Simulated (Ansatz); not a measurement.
Relaxation of C$_{2}$H$_{7}$NO (11 atoms, charge 0, multiplicity 1), to a largest force component of 0.015 eV/Å in at most 40 steps.

Computed with Ansatz, RKS PBE0/6-31G*.

```xyz
11
Properties=species:S:1:pos:R:3
N -0.787 1.486 -0.195
C -0.571 0.206 0.380
C 0.495 -0.600 -0.379
O 0.804 -1.849 0.280
H -0.173 1.683 -0.991
H -1.732 1.521 -0.593
H -0.187 0.339 1.442
H -1.444 -0.414 0.468
H 1.412 -0.025 -0.473
H 0.125 -0.837 -1.416
H 1.450 -2.359 -0.302
```

Question: Where does it end, and by what steps?

Answer: The run converged. After 7 steps the energy has fallen by 0.342 eV; H5 moved furthest, 0.66 Å.

| step | energy less start (eV) | largest force component (eV/Å) | accepted |
| --- | --- | --- | --- |
| 0 | 0.0000 | 2.348 | yes |
| 1 | -0.1879 | 0.790 | yes |
| 2 | -0.2265 | 0.217 | yes |
| 3 | -0.2674 | 0.390 | yes |
| 4 | -0.3108 | 0.553 | yes |
| 5 | -0.3297 | 0.284 | yes |
| 6 | -0.3419 | 0.044 | yes |
| 7 | -0.3421 | 0.013 | yes |

```xyz
11
Properties=species:S:1:pos:R:3
N -0.963 1.427 -0.204
C -0.519 0.184 0.405
C 0.443 -0.642 -0.439
O 0.774 -1.808 0.283
H -0.163 2.017 -0.418
H -1.426 1.237 -1.089
H -0.039 0.411 1.364
H -1.398 -0.429 0.638
H 1.337 -0.035 -0.666
H -0.038 -0.883 -1.403
H 1.385 -2.330 -0.251
```

The run took 21 s on 1 thread of Intel(R) Xeon(R) Platinum 8488C (Sapphire Rapids), on a shared host, peak memory 0.16 GiB.
